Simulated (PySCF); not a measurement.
**2-isopropyloxirane (CC(C)[C@H]1CO1, C₅H₁₀O)**

Molfile (atoms numbered from 1):
```
C5H10O
     RDKit          3D

 16 16  0  0  0  0  0  0  0  0999 V2000
   -0.7677    1.2467    0.0727 C   0  0  0  0  0  0  0  0  0  0  0  0
   -0.4034   -0.2206    0.2612 C   0  0  0  0  0  0  0  0  0  0  0  0
   -1.5793   -1.1493   -0.0196 C   0  0  0  0  0  0  0  0  0  0  0  0
    0.7705   -0.5893   -0.6114 C   0  0  1  0  0  0  0  0  0  0  0  0
    2.1490   -0.5623   -0.1239 C   0  0  0  0  0  0  0  0  0  0  0  0
    1.4546   -1.7804   -0.2902 O   0  0  0  0  0  0  0  0  0  0  0  0
   -1.0663    1.4490   -0.9695 H   0  0  0  0  0  0  0  0  0  0  0  0
   -1.6132    1.5304    0.7179 H   0  0  0  0  0  0  0  0  0  0  0  0
    0.0792    1.9078    0.3133 H   0  0  0  0  0  0  0  0  0  0  0  0
   -0.0823   -0.3785    1.3063 H   0  0  0  0  0  0  0  0  0  0  0  0
   -1.9358   -1.0321   -1.0566 H   0  0  0  0  0  0  0  0  0  0  0  0
   -1.2859   -2.2001    0.1221 H   0  0  0  0  0  0  0  0  0  0  0  0
   -2.4255   -0.9349    0.6512 H   0  0  0  0  0  0  0  0  0  0  0  0
    0.6064   -0.4407   -1.6915 H   0  0  0  0  0  0  0  0  0  0  0  0
    2.9761   -0.3845   -0.8234 H   0  0  0  0  0  0  0  0  0  0  0  0
    2.3426   -0.2628    0.9151 H   0  0  0  0  0  0  0  0  0  0  0  0
  1  2  1  0
  2  3  1  0
  2  4  1  0
  4  5  1  0
  5  6  1  0
  6  4  1  0
  1  7  1  0
  1  8  1  0
  1  9  1  0
  2 10  1  0
  3 11  1  0
  3 12  1  0
  3 13  1  0
  4 14  1  6
  5 15  1  0
  5 16  1  0
M  END
```

The calculation used PySCF, quadratic response CAM-B3LYP/def2-TZVPD first hyperpolarisability, Taylor convention, gas phase. Geometry: PBE0-D3(BJ)/def2-SVP.

**Question.** Give the tensor of the second harmonic β(−2ω;ω,ω) at 1907 nm in the axes of these coordinates.

**Answer.** In au, Taylor convention; rows are the first index (the induced dipole):
|  | xx | yy | zz | xy | xz | yz |
| --- | --- | --- | --- | --- | --- | --- |
| x | +15.8 | +11.9 | +11.0 | -33.8 | +0.5 | +0.2 |
| y | -33.9 | -30.7 | -29.5 | +11.8 | +0.1 | +3.5 |
| z | +0.5 | +3.5 | +31.8 | +0.2 | +10.9 | -29.4 |

Norm of βᵢ = ⅓ Σⱼ (βᵢⱼⱼ + βⱼᵢⱼ + βⱼⱼᵢ): 107.7 au, hyper-Rayleigh value 41.8 au.
